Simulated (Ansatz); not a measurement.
Geometry optimisation, RKS CAM-B3LYP-D4/def2-SVP in Ansatz.

input.yaml

```yaml
crystal:
  periodic: [false, false, false]
  atoms:
    - { symbol: Si, position_ang: [0.216881, 0.0, 0.047382] }
    - { symbol: Cl, position_ang: [0.413917, 0.0, 2.14024] }
    - { symbol: F, position_ang: [1.705753, 0.0, -0.566364] }
    - { symbol: H, position_ang: [-0.454598, 1.245322, -0.372389] }
    - { symbol: H, position_ang: [-0.454598, -1.245321, -0.372389] }
    - { symbol: H, position_ang: [-2.355417, 0.0, 0.754675] }
    - { symbol: H, position_ang: [-2.056037, 0.0, 1.408246] }
basis:
  gaussian: { orbitals: def2-SVP }
hamiltonian:
  xc: cam_b3lyp
  dispersion: d4
relax:
  f_tol: 0.03
  max_steps: 50
```

Launched with:

```bash
$ ansatz run input.yaml --threads 2 --pin off --max-ram 3072MiB --backend cpu --events-out ev --progress --plain --runs-dir out
```

Question: Where does it end, and by what steps?

Answer: The run converged. The force dipped under the threshold on the way, but the program's further checks kept it going. After 10 steps the energy has fallen by 0.154 eV; H6 moved furthest, 0.61 Å.

```tsv
step	energy less start (eV)	largest force component (eV/Å)	accepted
0	0.0000	1.549	yes
1	-0.1224	0.261	yes
2	-0.1477	0.198	yes
3	-0.1520	0.086	yes
4	-0.1519	0.137	no
5	-0.1526	0.021	yes
6	-0.1532	0.015	yes
7	-0.1536	0.023	yes
8	-0.1539	0.058	yes
9	-0.1541	0.039	yes
10	-0.1542	0.009	yes
```

```xyz
7
Properties=species:S:1:pos:R:3
Si 0.419 0.000 0.000
Cl 0.570 0.000 2.046
F 1.910 0.000 -0.614
H -0.260 1.237 -0.434
H -0.260 -1.237 -0.434
H -2.936 0.000 0.954
H -2.426 0.000 1.522
```

Whether the end is a true minimum wasn't checked by a vibrational analysis.

The run took 15 s on 2 threads of Arm Neoverse V1 (shared host), peak memory 0.15 GiB.
